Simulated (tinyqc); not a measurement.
Worked calculation (part 1 of 2): MP2 on RHF in the sto-6g basis, frozen core, for H3O+, spin multiplicity 1. Computed by tinyqc, a small Python program that keeps every step (integrals from PySCF). Settings: charge = 1, multiplicity = 1, basis = sto-6g, method = RHF, frozen orbitals = 1, energy threshold = 1e-10, iteration cap = 52, orthogonalisation = symmetric, start = Wolfsberg-Helmholz matrix, DIIS depth = 6. Command: `OMP_NUM_THREADS=1 python tinyqc.py 30463 30464 out.jsonl` (the two numbers bound the seeds that draw the settings). One thread of a shared host (Intel(R) Xeon(R) Processor @ 2.60GHz), about 0.2 s of CPU time with the checks. Later iterations appear only in the table of the cycle.

## One-electron integrals

Geometry (angstrom):
```
atom         x         y        z
O      0.00000   0.00000  0.19500
H      0.98700   0.00000  0.00000
H     -0.49300   0.85400  0.00000
H     -0.49300  -0.85400  0.00000
```

Basis sto-6g: exponents (1/bohr^2) and contraction coefficients of normalised primitives:
```
element  l (shell)    exponent  coefficient
O            s (1)  1355.58423      0.00916
O            s (1)   248.54489      0.04936
O            s (1)    69.53390      0.16854
O            s (1)    23.88677      0.37056
O            s (1)     9.27593      0.41649
O            s (1)     3.82034      0.13033
O            s (2)    52.18776     -0.01325
O            s (2)    10.32932     -0.04699
O            s (2)     3.21034     -0.03379
O            s (2)     1.23514      0.25024
O            s (2)     0.53642      0.59512
O            s (2)     0.24588      0.24071
O            p (3)    52.18776      0.00376
O            p (3)    10.32932      0.03768
O            p (3)     3.21034      0.17390
O            p (3)     1.23514      0.41804
O            p (3)     0.53642      0.42586
O            p (3)     0.24588      0.10171
H            s (1)    35.52322      0.00916
H            s (1)     6.51314      0.04936
H            s (1)     1.82214      0.16854
H            s (1)     0.62596      0.37056
H            s (1)     0.24308      0.41649
H            s (1)     0.10011      0.13033
```

Overlap, kinetic and nuclear-attraction integrals over the contracted functions; the nuclear repulsion is the sum of Za Zb / Rab.

nuclear repulsion = 13.5602381 hartree

overlap S:
```
          1O 1s    1O 2s    1O 2px    1O 2py    1O 2pz     2H 1s     3H 1s     4H 1s
1O 1s   1.00000  0.23114   0.00000   0.00000   0.00000   0.04955   0.04965   0.04965
1O 2s   0.23114  1.00000   0.00000   0.00000   0.00000   0.44536   0.44592   0.44592
1O 2px  0.00000  0.00000   1.00000   0.00000   0.00000   0.36817  -0.18422  -0.18422
1O 2py  0.00000  0.00000   0.00000   1.00000   0.00000   0.00000   0.31912  -0.31912
1O 2pz  0.00000  0.00000   0.00000   0.00000   1.00000  -0.07274  -0.07287  -0.07287
2H 1s   0.04955  0.44536   0.36817   0.00000  -0.07274   1.00000   0.18878   0.18878
3H 1s   0.04965  0.44592  -0.18422   0.31912  -0.07287   0.18878   1.00000   0.18899
4H 1s   0.04965  0.44592  -0.18422  -0.31912  -0.07287   0.18878   0.18899   1.00000
```

kinetic energy T (hartree):
```
           1O 1s     1O 2s    1O 2px    1O 2py    1O 2pz     2H 1s     3H 1s     4H 1s
1O 1s   29.32720  -0.89602   0.00000   0.00000   0.00000  -0.00401  -0.00398  -0.00398
1O 2s   -0.89602   0.84262   0.00000   0.00000   0.00000   0.10557   0.10595   0.10595
1O 2px   0.00000   0.00000   2.53131   0.00000   0.00000   0.24134  -0.12096  -0.12096
1O 2py   0.00000   0.00000   0.00000   2.53131   0.00000   0.00000   0.20954  -0.20954
1O 2pz   0.00000   0.00000   0.00000   0.00000   2.53131  -0.04768  -0.04785  -0.04785
2H 1s   -0.00401   0.10557   0.24134   0.00000  -0.04768   0.76852  -0.00472  -0.00472
3H 1s   -0.00398   0.10595  -0.12096   0.20954  -0.04785  -0.00472   0.76852  -0.00469
4H 1s   -0.00398   0.10595  -0.12096  -0.20954  -0.04785  -0.00472  -0.00469   0.76852
```

nuclear attraction V (hartree):
```
            1O 1s      1O 2s     1O 2px     1O 2py     1O 2pz     2H 1s     3H 1s     4H 1s
1O 1s   -62.83719   -6.51623    0.00002    0.00000    0.00866  -1.59499  -1.59831  -1.59831
1O 2s    -6.51623  -10.56342    0.00023    0.00000    0.09791  -3.71809  -3.72385  -3.72385
1O 2px    0.00002    0.00023  -10.61268    0.00000   -0.00006  -2.74690   1.37502   1.37502
1O 2py    0.00000    0.00000    0.00000  -10.61292    0.00000   0.00000  -2.38180   2.38180
1O 2pz    0.00866    0.09791   -0.00006    0.00000  -10.46341   0.56975   0.57094   0.57094
2H 1s    -1.59499   -3.71809   -2.74690    0.00000    0.56975  -5.93921  -1.26210  -1.26210
3H 1s    -1.59831   -3.72385    1.37502   -2.38180    0.57094  -1.26210  -5.94252  -1.26379
4H 1s    -1.59831   -3.72385    1.37502    2.38180    0.57094  -1.26210  -1.26379  -5.94252
```

core Hamiltonian H = T + V (hartree):
```
            1O 1s     1O 2s    1O 2px    1O 2py    1O 2pz     2H 1s     3H 1s     4H 1s
1O 1s   -33.51000  -7.41226   0.00002   0.00000   0.00866  -1.59899  -1.60229  -1.60229
1O 2s    -7.41226  -9.72080   0.00023   0.00000   0.09791  -3.61253  -3.61790  -3.61790
1O 2px    0.00002   0.00023  -8.08137   0.00000  -0.00006  -2.50556   1.25405   1.25405
1O 2py    0.00000   0.00000   0.00000  -8.08161   0.00000   0.00000  -2.17225   2.17225
1O 2pz    0.00866   0.09791  -0.00006   0.00000  -7.93210   0.52207   0.52309   0.52309
2H 1s    -1.59899  -3.61253  -2.50556   0.00000   0.52207  -5.17068  -1.26682  -1.26682
3H 1s    -1.60229  -3.61790   1.25405  -2.17225   0.52309  -1.26682  -5.17400  -1.26847
4H 1s    -1.60229  -3.61790   1.25405   2.17225   0.52309  -1.26682  -1.26847  -5.17400
```

## Two-electron integrals

Functions are numbered as in S; the eight-fold symmetry (ij|kl) = (ji|kl) = (kl|ij) leaves the list below.

Two-electron integrals (ij|kl) in chemists' order, unique and non-zero (hartree):
```
(11|11) 4.78749    (21|11) 0.67588    (21|21) 0.12150    (22|11) 1.11738
(22|21) 0.24921    (22|22) 0.81738    (31|31) 0.02576    (32|31) 0.03914
(32|32) 0.18066    (33|11) 1.11738    (33|21) 0.24921    (33|22) 0.81738
(33|33) 0.88066    (41|41) 0.02576    (42|41) 0.03914    (42|42) 0.18066
(43|43) 0.04746    (44|11) 1.11738    (44|21) 0.24921    (44|22) 0.81738
(44|33) 0.78574    (44|44) 0.88066    (51|51) 0.02576    (52|51) 0.03914
(52|52) 0.18066    (53|53) 0.04746    (54|54) 0.04746    (55|11) 1.11738
(55|21) 0.24921    (55|22) 0.81738    (55|33) 0.78574    (55|44) 0.78574
(55|55) 0.88066    (61|11) 0.15455    (61|21) 0.02663    (61|22) 0.05341
(61|31) 0.00128    (61|32) 0.00249    (61|33) 0.05362    (61|44) 0.05329
(61|51) -0.00025   (61|52) -0.00049   (61|53) -0.00007   (61|55) 0.05330
(61|61) 0.00595    (62|11) 0.37090    (62|21) 0.08386    (62|22) 0.30393
(62|31) 0.00658    (62|32) 0.04826    (62|33) 0.31339    (62|44) 0.29891
(62|51) -0.00130   (62|52) -0.00953   (62|53) -0.00286   (62|55) 0.29948
(62|61) 0.01847    (62|62) 0.13980    (63|11) 0.26046    (63|21) 0.05973
(63|22) 0.23091    (63|31) 0.01350    (63|32) 0.08734    (63|33) 0.25137
(63|44) 0.22047    (63|51) -0.00081   (63|52) -0.00687   (63|53) -0.00413
(63|55) 0.22090    (63|61) 0.01377    (63|62) 0.12916    (63|63) 0.13801
(64|41) 0.00938    (64|42) 0.05258    (64|43) 0.00999    (64|54) -0.00197
(64|64) 0.01992    (65|11) -0.05146   (65|21) -0.01180   (65|22) -0.04562
(65|31) -0.00081   (65|32) -0.00687   (65|33) -0.04572   (65|44) -0.04356
(65|51) 0.00954    (65|52) 0.05394    (65|53) 0.01041    (65|55) -0.04759
(65|61) -0.00272   (65|62) -0.02552   (65|63) -0.02333   (65|65) 0.02453
(66|11) 0.50956    (66|21) 0.11735    (66|22) 0.48590    (66|31) 0.01210
(66|32) 0.12083    (66|33) 0.52267    (66|44) 0.46641    (66|51) -0.00239
(66|52) -0.02387   (66|53) -0.01111   (66|55) 0.46861    (66|61) 0.02612
(66|62) 0.28130    (66|63) 0.29685    (66|65) -0.05865   (66|66) 0.77500
(71|11) 0.15487    (71|21) 0.02668    (71|22) 0.05352    (71|31) -0.00064
(71|32) -0.00125   (71|33) 0.05348    (71|41) 0.00111    (71|42) 0.00216
(71|43) -0.00014   (71|44) 0.05365    (71|51) -0.00025   (71|52) -0.00049
(71|53) 3.30e-05   (71|54) -0.00006   (71|55) 0.05341    (71|61) 0.00586
(71|62) 0.01780    (71|63) 0.01237    (71|64) 0.00051    (71|65) -0.00262
(71|66) 0.02479    (71|71) 0.00597    (72|11) 0.37148    (72|21) 0.08399
(72|22) 0.30437    (72|31) -0.00329   (72|32) -0.02416   (72|33) 0.30298
(72|41) 0.00570    (72|42) 0.04185    (72|43) -0.00628   (72|44) 0.31022
(72|51) -0.00130   (72|52) -0.00956   (72|53) 0.00143    (72|54) -0.00248
(72|55) 0.29992    (72|61) 0.01779    (72|62) 0.11074    (72|63) 0.07800
(72|64) 0.01223    (72|65) -0.01960   (72|66) 0.17978    (72|71) 0.01853
(72|72) 0.14019    (73|11) -0.13037   (73|21) -0.02990   (73|22) -0.11557
(73|31) 0.01043    (73|32) 0.06137    (73|33) -0.12171   (73|41) -0.00179
(73|42) -0.01506   (73|43) 0.01103    (73|44) -0.11445   (73|51) 0.00041
(73|52) 0.00344    (73|53) -0.00252   (73|54) 0.00094    (73|55) -0.11056
(73|61) -0.00574   (73|62) -0.02838   (73|63) -0.00536   (73|64) -0.00243
(73|65) 0.00489    (73|66) -0.03356   (73|71) -0.00690   (73|72) -0.06473
(73|73) 0.04956    (74|11) 0.22583    (74|21) 0.05179    (74|22) 0.20020
(74|31) -0.00179   (74|32) -0.01506   (74|33) 0.19351    (74|41) 0.01249
(74|42) 0.07876    (74|43) -0.00910   (74|44) 0.21557    (74|51) -0.00071
(74|52) -0.00596   (74|53) 0.00094    (74|54) -0.00360   (74|55) 0.19152
(74|61) 0.01096    (74|62) 0.07364    (74|63) 0.05139    (74|64) 0.02290
(74|65) -0.01279   (74|66) 0.12081    (74|71) 0.01196    (74|72) 0.11212
(74|73) -0.05123   (74|74) 0.10873    (75|11) -0.05157   (75|21) -0.01183
(75|22) -0.04571   (75|31) 0.00041    (75|32) 0.00344    (75|33) -0.04419
(75|41) -0.00071   (75|42) -0.00596   (75|43) 0.00094    (75|44) -0.04527
(75|51) 0.00956    (75|52) 0.05403    (75|53) -0.00521   (75|54) 0.00903
(75|55) -0.04768   (75|61) -0.00262   (75|62) -0.01961   (75|63) -0.01354
(75|64) -0.00216   (75|65) 0.01860    (75|66) -0.03473   (75|71) -0.00273
(75|72) -0.02560   (75|73) 0.01170    (75|74) -0.02026   (75|75) 0.02461
(76|11) 0.12077    (76|21) 0.02753    (76|22) 0.10679    (76|31) 0.00088
(76|32) 0.00747    (76|33) 0.10734    (76|41) 0.00153    (76|42) 0.01293
(76|43) 0.00043    (76|44) 0.10783    (76|51) -0.00070   (76|52) -0.00590
(76|53) -0.00067   (76|54) -0.00117   (76|55) 0.10520    (76|61) 0.00597
(76|62) 0.04722    (76|63) 0.04062    (76|64) 0.00489    (76|65) -0.00970
(76|66) 0.09517    (76|71) 0.00599    (76|72) 0.04727    (76|73) -0.01608
(76|74) 0.03765    (76|75) -0.00972   (76|76) 0.01927    (77|11) 0.50996
(77|21) 0.11744    (77|22) 0.48621    (77|31) -0.00606   (77|32) -0.06046
(77|33) 0.48078    (77|41) 0.01049    (77|42) 0.10473    (77|43) -0.02438
(77|44) 0.50893    (77|51) -0.00240   (77|52) -0.02391   (77|53) 0.00557
(77|54) -0.00964   (77|55) 0.46891    (77|61) 0.02476    (77|62) 0.17963
(77|63) 0.12135    (77|64) 0.03130    (77|65) -0.03469   (77|66) 0.30668
(77|71) 0.02620    (77|72) 0.28176    (77|73) -0.14860   (77|74) 0.25741
(77|75) -0.05878   (77|76) 0.09517    (77|77) 0.77500    (81|11) 0.15487
(81|21) 0.02668    (81|22) 0.05352    (81|31) -0.00064   (81|32) -0.00125
(81|33) 0.05348    (81|41) -0.00111   (81|42) -0.00216   (81|43) 0.00014
(81|44) 0.05365    (81|51) -0.00025   (81|52) -0.00049   (81|53) 3.30e-05
(81|54) 0.00006    (81|55) 0.05341    (81|61) 0.00586    (81|62) 0.01780
(81|63) 0.01237    (81|64) -0.00051   (81|65) -0.00262   (81|66) 0.02479
(81|71) 0.00587    (81|72) 0.01783    (81|73) -0.00664   (81|74) 0.01047
(81|75) -0.00263   (81|76) 0.00580    (81|77) 0.02481    (81|81) 0.00597
(82|11) 0.37148    (82|21) 0.08399    (82|22) 0.30437    (82|31) -0.00329
(82|32) -0.02416   (82|33) 0.30298    (82|41) -0.00570   (82|42) -0.04185
(82|43) 0.00628    (82|44) 0.31022    (82|51) -0.00130   (82|52) -0.00956
(82|53) 0.00143    (82|54) 0.00248    (82|55) 0.29992    (82|61) 0.01779
(82|62) 0.11074    (82|63) 0.07800    (82|64) -0.01223   (82|65) -0.01960
(82|66) 0.17978    (82|71) 0.01783    (82|72) 0.11090    (82|73) -0.04965
(82|74) 0.06150    (82|75) -0.01964   (82|76) 0.03837    (82|77) 0.17988
(82|81) 0.01853    (82|82) 0.14019    (83|11) -0.13037   (83|21) -0.02990
(83|22) -0.11557   (83|31) 0.01043    (83|32) 0.06137    (83|33) -0.12171
(83|41) 0.00179    (83|42) 0.01506    (83|43) -0.01103   (83|44) -0.11445
(83|51) 0.00041    (83|52) 0.00344    (83|53) -0.00252   (83|54) -0.00094
(83|55) -0.11056   (83|61) -0.00574   (83|62) -0.02838   (83|63) -0.00536
(83|64) 0.00243    (83|65) 0.00489    (83|66) -0.03356   (83|71) -0.00664
(83|72) -0.04965   (83|73) 0.03708    (83|74) -0.02693   (83|75) 0.00865
(83|76) -0.01279   (83|77) -0.08787   (83|81) -0.00690   (83|82) -0.06473
(83|83) 0.04956    (84|11) -0.22583   (84|21) -0.05179   (84|22) -0.20020
(84|31) 0.00179    (84|32) 0.01506    (84|33) -0.19351   (84|41) 0.01249
(84|42) 0.07876    (84|43) -0.00910   (84|44) -0.21557   (84|51) 0.00071
(84|52) 0.00596    (84|53) -0.00094   (84|54) -0.00360   (84|55) -0.19152
(84|61) -0.01096   (84|62) -0.07364   (84|63) -0.05139   (84|64) 0.02290
(84|65) 0.01279    (84|66) -0.12081   (84|71) -0.01047   (84|72) -0.06150
(84|73) 0.02693    (84|74) -0.01950   (84|75) 0.01065    (84|76) -0.02217
(84|77) -0.08952   (84|81) -0.01196   (84|82) -0.11212   (84|83) 0.05123
(84|84) 0.10873    (85|11) -0.05157   (85|21) -0.01183   (85|22) -0.04571
(85|31) 0.00041    (85|32) 0.00344    (85|33) -0.04419   (85|41) 0.00071
(85|42) 0.00596    (85|43) -0.00094   (85|44) -0.04527   (85|51) 0.00956
(85|52) 0.05403    (85|53) -0.00521   (85|54) -0.00903   (85|55) -0.04768
(85|61) -0.00262   (85|62) -0.01961   (85|63) -0.01354   (85|64) 0.00216
(85|65) 0.01860    (85|66) -0.03473   (85|71) -0.00263   (85|72) -0.01964
(85|73) 0.00865    (85|74) -0.01065   (85|75) 0.01863    (85|76) -0.00763
(85|77) -0.03476   (85|81) -0.00273   (85|82) -0.02560   (85|83) 0.01170
(85|84) 0.02026    (85|85) 0.02461    (86|11) 0.12077    (86|21) 0.02753
(86|22) 0.10679    (86|31) 0.00088    (86|32) 0.00747    (86|33) 0.10734
(86|41) -0.00153   (86|42) -0.01293   (86|43) -0.00043   (86|44) 0.10783
(86|51) -0.00070   (86|52) -0.00590   (86|53) -0.00067   (86|54) 0.00117
(86|55) 0.10520    (86|61) 0.00597    (86|62) 0.04722    (86|63) 0.04062
(86|64) -0.00489   (86|65) -0.00970   (86|66) 0.09517    (86|71) 0.00580
(86|72) 0.03837    (86|73) -0.01279   (86|74) 0.02217    (86|75) -0.00763
(86|76) 0.01583    (86|77) 0.06342    (86|81) 0.00599    (86|82) 0.04727
(86|83) -0.01608   (86|84) -0.03765   (86|85) -0.00972   (86|86) 0.01927
(87|11) 0.12094    (87|21) 0.02757    (87|22) 0.10693    (87|31) -0.00177
(87|32) -0.01495   (87|33) 0.10821    (87|44) 0.10723    (87|51) -0.00070
(87|52) -0.00591   (87|53) 0.00135    (87|55) 0.10534    (87|61) 0.00580
(87|62) 0.03836    (87|63) 0.02560    (87|65) -0.00763   (87|66) 0.06347
(87|71) 0.00600    (87|72) 0.04734    (87|73) -0.02460   (87|74) 0.03280
(87|75) -0.00973   (87|76) 0.01584    (87|77) 0.09530    (87|81) 0.00600
(87|82) 0.04734    (87|83) -0.02460   (87|84) -0.03280   (87|85) -0.00973
(87|86) 0.01584    (87|87) 0.01932    (88|11) 0.50996    (88|21) 0.11744
(88|22) 0.48621    (88|31) -0.00606   (88|32) -0.06046   (88|33) 0.48078
(88|41) -0.01049   (88|42) -0.10473   (88|43) 0.02438    (88|44) 0.50893
(88|51) -0.00240   (88|52) -0.02391   (88|53) 0.00557    (88|54) 0.00964
(88|55) 0.46891    (88|61) 0.02476    (88|62) 0.17963    (88|63) 0.12135
(88|64) -0.03130   (88|65) -0.03469   (88|66) 0.30668    (88|71) 0.02481
(88|72) 0.17988    (88|73) -0.08787   (88|74) 0.08952    (88|75) -0.03476
(88|76) 0.06342    (88|77) 0.30680    (88|81) 0.02620    (88|82) 0.28176
(88|83) -0.14860   (88|84) -0.25741   (88|85) -0.05878   (88|86) 0.09517
(88|87) 0.09530    (88|88) 0.77500
```

## Orthogonalisation

S = U s U^T; symmetric (Loewdin) form X = U s^(-1/2) U^T, so that X^T S X = 1.

eigenvalues of S: 0.35818  0.44442  0.44486  0.95503  1.02843  1.36643  1.36659  2.03605

X:
```
           1O 1s     1O 2s    1O 2px    1O 2py    1O 2pz     2H 1s     3H 1s     4H 1s
1O 1s    1.02344  -0.14366   0.00001   0.00000   0.00384   0.01807   0.01809   0.01809
1O 2s   -0.14366   1.29292  -0.00023   0.00000  -0.04360  -0.25567  -0.25624  -0.25624
1O 2px   0.00001  -0.00023   1.11147   0.00000   0.00004  -0.25717   0.12874   0.12874
1O 2py   0.00000   0.00000   0.00000   1.11168   0.00000   0.00000  -0.22307   0.22307
1O 2pz   0.00384  -0.04360   0.00004   0.00000   1.00699   0.04109   0.04121   0.04121
2H 1s    0.01807  -0.25567  -0.25717   0.00000   0.04109   1.18124  -0.06192  -0.06192
3H 1s    0.01809  -0.25624   0.12874  -0.22307   0.04121  -0.06192   1.18178  -0.06200
4H 1s    0.01809  -0.25624   0.12874   0.22307   0.04121  -0.06192  -0.06200   1.18178
```

## Starting guess

The start is the generalised Wolfsberg-Helmholz matrix (K = 1.75) built on H; D = 2 C_occ C_occ^T.

D at the start:
```
           1O 1s     1O 2s    1O 2px    1O 2py    1O 2pz     2H 1s     3H 1s     4H 1s
1O 1s    2.04731  -0.18531  -0.00013   0.00000  -0.04322  -0.11839  -0.11859  -0.11859
1O 2s   -0.18531   0.93664   0.00053   0.00000   0.15938   0.28526   0.28564   0.28564
1O 2px  -0.00013   0.00053   1.36354   0.00000  -0.00013   0.42817  -0.21394  -0.21394
1O 2py   0.00000   0.00000   0.00000   1.36282   0.00000   0.00000   0.37090  -0.37090
1O 2pz  -0.04322   0.15938  -0.00013   0.00000   1.97878  -0.03085  -0.03096  -0.03096
2H 1s   -0.11839   0.28526   0.42817   0.00000  -0.03085   0.22638   0.02497   0.02497
3H 1s   -0.11859   0.28564  -0.21394   0.37090  -0.03096   0.02497   0.22686   0.02498
4H 1s   -0.11859   0.28564  -0.21394  -0.37090  -0.03096   0.02497   0.02498   0.22686
```

## Iteration 1: building the Fock matrix

J_ij = sum D_kl (ij|kl), K_ij = sum D_kl (ik|jl); F = H + J - 0.5 K; E = tr D H + tr D J / 2 - 0.25 tr D K + E_nn.

Coulomb J (hartree):
```
           1O 1s     1O 2s    1O 2px    1O 2py    1O 2pz     2H 1s     3H 1s     4H 1s
1O 1s   17.42503   3.10929   0.00000   0.00000   0.00260   0.68581   0.68724   0.68724
1O 2s    3.10929   8.23862  -0.00004   0.00000  -0.00663   3.03078   3.03531   3.03531
1O 2px   0.00000  -0.00004   8.24159   0.00000   0.00001   2.28907  -1.14573  -1.14573
1O 2py   0.00000   0.00000   0.00000   8.24164   0.00000   0.00000   1.98468  -1.98468
1O 2pz   0.00260  -0.00663   0.00001   0.00000   8.23264  -0.45560  -0.45654  -0.45654
2H 1s    0.68581   3.03078   2.28907   0.00000  -0.45560   4.86846   1.06165   1.06165
3H 1s    0.68724   3.03531  -1.14573   1.98468  -0.45654   1.06165   4.87162   1.06304
4H 1s    0.68724   3.03531  -1.14573  -1.98468  -0.45654   1.06165   1.06304   4.87162
```

exchange K (hartree):
```
           1O 1s    1O 2s    1O 2px    1O 2py    1O 2pz     2H 1s     3H 1s     4H 1s
1O 1s    9.72988  1.57507  -0.00001   0.00000  -0.00481   0.36281   0.36355   0.36355
1O 2s    1.57507  2.47122   0.00005   0.00000   0.03829   1.06966   1.07113   1.07113
1O 2px  -0.00001  0.00005   2.07005   0.00000  -0.00001   0.77743  -0.38898  -0.38898
1O 2py   0.00000  0.00000   0.00000   2.07000   0.00000   0.00000   0.67389  -0.67389
1O 2pz  -0.00481  0.03829  -0.00001   0.00000   2.22033  -0.13960  -0.13989  -0.13989
2H 1s    0.36281  1.06966   0.77743   0.00000  -0.13960   1.02380   0.36382   0.36382
3H 1s    0.36355  1.07113  -0.38898   0.67389  -0.13989   0.36382   1.02570   0.36431
4H 1s    0.36355  1.07113  -0.38898  -0.67389  -0.13989   0.36382   0.36431   1.02570
```

Fock matrix F (hartree):
```
            1O 1s     1O 2s    1O 2px    1O 2py    1O 2pz     2H 1s     3H 1s     4H 1s
1O 1s   -20.94990  -5.09050   0.00003   0.00000   0.01366  -1.09458  -1.09684  -1.09684
1O 2s    -5.09050  -2.71779   0.00017   0.00000   0.07214  -1.11658  -1.11815  -1.11815
1O 2px    0.00003   0.00017  -0.87480   0.00000  -0.00005  -0.60521   0.30281   0.30281
1O 2py    0.00000   0.00000   0.00000  -0.87498   0.00000   0.00000  -0.52452   0.52452
1O 2pz    0.01366   0.07214  -0.00005   0.00000  -0.80963   0.13627   0.13650   0.13650
2H 1s    -1.09458  -1.11658  -0.60521   0.00000   0.13627  -0.81412  -0.38708  -0.38708
3H 1s    -1.09684  -1.11815   0.30281  -0.52452   0.13650  -0.38708  -0.81523  -0.38759
4H 1s    -1.09684  -1.11815   0.30281   0.52452   0.13650  -0.38708  -0.38759  -0.81523
```

total energy of this density = -75.8436527 hartree
